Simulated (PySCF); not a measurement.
Gas-phase reaction: SiH3 + Cl2 ⇌ SiHCl2 + H2

Computed with PySCF and rigid-rotor harmonic-oscillator thermochemistry at 1 bar. † marks an energy on the PBE0/def2-TZVP geometry and frequencies; other levels use their own. Open shells (unrestricted): SiH3 (multiplicity 2), SiHCl2 (multiplicity 2); the rest are closed-shell singlets. B3LYP is the form with VWN-RPA correlation. SiHCl2: computed as isolated molecules; such fragments, hydroxides, amides, oligomers or adducts are transient or little studied in the gas. The harmonic model lacks anharmonicity and excited electronic states, which grow with temperature; levels with a mode under 35 cm⁻¹ are left out.

| level | ΔE electronic, kJ | ΔH°(298 K), kJ | ΔS°(298 K), J/K | ΔG°(1600 K), kJ |
|---|---|---|---|---|
| B3LYP/def2-TZVP† | -328 | -330 | -13 | -321 |
| HF/def2-TZVP† | -336 | -337 | -13 | -329 |
| PBE/def2-SVP | -329 | -330 | -13 | -321 |
| PBE/def2-TZVP† | -329 | -330 | -13 | -322 |
| PBE0/def2-SVP† | -338 | -339 | -13 | -331 |
| PBE0/def2-TZVP | -336 | -338 | -13 | -329 |
| ωB97X-V/def2-TZVP† | -340 | -342 | -13 | -334 |
ΔH° is lowest at ωB97X-V/def2-TZVP† and highest at B3LYP/def2-TZVP†. No reference value is set beside these.
